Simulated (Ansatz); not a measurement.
**How far each method lies from UCCSDT(Q) for [OH···H···F], doublet**

Geometry: a point of a hydrogen-transfer path between rigid fragments, not a stationary point.

```json
{"atom": "O", "x (Å)": "-1.0986", "y (Å)": "-0.0252", "z (Å)": "0.0000"}
{"atom": "H", "x (Å)": "-1.3479", "y (Å)": "0.9013", "z (Å)": "0.0000"}
{"atom": "H", "x (Å)": "0.0604", "y (Å)": "-0.0252", "z (Å)": "0.0000"}
{"atom": "F", "x (Å)": "0.9934", "y (Å)": "-0.0252", "z (Å)": "0.0000"}
```

Basis cc-pVDZ; Ansatz 0.2.0. Correlated methods freeze the noble-gas cores, which leaves 15 electrons in 36 orbitals. R marks a restricted (for open shells ROHF) determinant, U an unrestricted one. Active spaces: pair = (3e, 3o) about the gap; valence = (15e, 10o) chosen from the atoms' valence shells.

Full CI isn't at hand for all of this; UCCSDT(Q) serves as the reference, and is uncertain by about the last step of the cluster series. The frozen core follows each run's orbitals, which can shift R against U totals by a few meV.

HF rows are the lowest solutions found. Coupled cluster chose its determinant by trial CCSD, here up to 0.31 eV above the lowest Hartree–Fock solution of its kind, and MP2 stands on that determinant too. For open shells CISD is restricted-active-space CI with the open shells as a complete middle space.

- UHF ⟨S²⟩: 0.755
- ⟨S²⟩ of the determinant under UCCSD: 0.762
- T1 diagnostic (RCCSD): 0.0255
- largest doubles amplitude (RCCSD): 0.041
- T1 diagnostic (UCCSD): 0.0178

```
                    level  E − E(UCCSDT(Q)) (mEh)  share of correlation (%)  wall time
                     RHF†                  384.81                         –          –
                     UHF†                  380.70                         –     0.33 s
                     RMP2                   25.99                     93.44          –
                     UMP2                   25.79                     93.49          –
                    CISD†                   30.22                         –      4.1 s
                    RCCSD                    6.60                     98.33          –
                    UCCSD                    6.46                     98.37          –
                 RCCSD(T)                    1.17                     99.70        3 s
                 UCCSD(T)                    1.13                     99.72        4 s
                  BCCD(T)                    1.12                     99.72      3.6 s
                   RCCSDT                    0.76                     99.81          –
                   UCCSDT                    0.73                     99.81          –
                RCCSDT(Q)                    0.05                     99.99       52 s
     CASSCF (pair space)†                  362.63                         –          –
     NEVPT2 (pair space)†                   22.57                         –      0.9 s
     MRCISD (pair space)†                   26.71                         –          –
   MRCISD+Q (pair space)†                    3.43                         –      1.2 s
  CASSCF (valence space)†                  336.00                         –          –
  NEVPT2 (valence space)†                   53.95                         –      2.6 s
  MRCISD (valence space)†                   22.55                         –          –
MRCISD+Q (valence space)†                    3.06                         –        7 s
```

A dagger marks rows that describe another state than the reference (another or a broken symmetry, a higher spin or other natural occupations), so the difference isn't the method's error.

The correlation energy at UCCSDT(Q), counted from the determinant under the R cluster runs, is -10.785 eV. That run took 43 s on 1 thread of Intel Xeon Platinum 8488C, shared host.

Times hold each run's SCF and search for its determinant on a shared host, so for small cases they say little of a method's own cost; they ran on 1 thread of Intel Xeon Platinum 8488C.
